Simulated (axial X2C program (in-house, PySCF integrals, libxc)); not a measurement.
# Low determinants of CO⁻ at the PBE0 level, with spin–orbit coupling

Calculated with an in-house all-electron X2C program for linear molecules (integrals from PySCF). Two-component (2c) means X2C with spin–orbit coupling and atomic mean-field two-electron Coulomb and Gaunt terms. Basis: O dyall-av3z [7s6p3d2f], C dyall-av3z [8s7p3d2f] (cores contracted in-house); Gaussian nuclei, density fitting, unrestricted open shells. Masses: O 15.995 u, C 12.000 u.

Search at 1.149 Å (vertical energies from the lowest determinant):

| ΔE (eV) | state | electrons beyond evenly filled partner blocks | electrons in ±ω = 1/2, 3/2, 5/2, 7/2 |
| --- | --- | --- | --- |
| 0.00 | Ω = 1/2 | ω = 1/2 | 13 2 0 0 |
| 0.00 | Ω = 3/2 | ω = 3/2 | 12 3 0 0 |
| 5.89 | Ω = 5/2 | 2 × ω = 1/2, ω = 3/2 | 12 3 0 0 |
| 6.03 | Ω = 5/2 | ω = 5/2 | 12 2 1 0 |
| 6.63 | Ω = 1/2 | 2 × ω = -1/2, ω = 3/2 | 12 3 0 0 |

Lowest determinant, Ω = 1/2 (⟨Sz⟩ = -0.50, ⟨Lz⟩ = 1.00 at PBE0): Re = 1.144 Å, ωe = 1897.1 cm⁻¹.

The determinant in row 2 of the search, Ω = 3/2 (⟨Sz⟩ = 0.50, ⟨Lz⟩ = 1.00 at PBE0), was followed along the bond at PBE0; measured from the minimum of the lowest determinant it gives:

Te = 0.002 eV (15 cm⁻¹), Re = 1.144 Å, ωe = 1899.6 cm⁻¹.

(1) Compare the bond of the determinant in row 2 with that of the lowest one.

The search compares states at one distance, so a state with another bond length can lie lower; it is not exhaustive and yields mostly the lowest determinant of each block pattern, so other components and higher states of one pattern are missing. These are energies of single determinants, not of spin-adapted states; PBE0 term energies can be off by some tenths of an eV, and the functional has no current term. The lowest determinant need not be the ground state where others lie within half an eV. For an anion, determinants above electron detachment are held by the basis set. Row 1 has a positive highest level at its minimum. Row 2 has a positive highest level at its minimum.

Answers

(1) At PBE0 its Re is the same within 0.001 Å and its force constant, which goes as ωe², is 1.00 times that of the lowest determinant. T0 ≈ Te + Δωe/2 = 15 + (1) = 16 cm⁻¹.
